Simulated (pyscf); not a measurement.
Elementary routes open to F–C(F)(F)–SiH₂–O–SiH₃ + H atom (H•) in the gas phase (doublet surface):
A. F–C•(F)–SiH₂–O–SiH₃ + hydrogen fluoride (HF) (C–F broken; F–H formed)
B. disiloxane (H₃Si–O–SiH₃) + trifluoromethyl (F–C•(F)–F) (C–Si broken; H–Si formed)

Optimised with ωB97X-D3(BJ)/def2-SVP in PySCF.

Problem. Rank the routes by free-energy barrier at 1200 K, lowest first, for ωB97M-D3(BJ)/def2-TZVP energies (ideal gas, 1 atm, RRHO with modes under 100 cm⁻¹ raised to 100, one conformer, R ln 2 for chiral ones without a mode under 150 cm⁻¹).

Solution. B (41.5 kcal/mol), A (61.2 kcal/mol)

Route B is the fastest of these, ahead of the next by 19.7 kcal/mol. The most stable products are those of A (ΔG = -29.2 kcal/mol), whose barrier is 19.7 kcal/mol higher: the kinetic and the thermodynamic product differ. At 298 K B is still the fastest. Only these routes are compared; each barrier is that of the saddle found, and lower ones may exist.
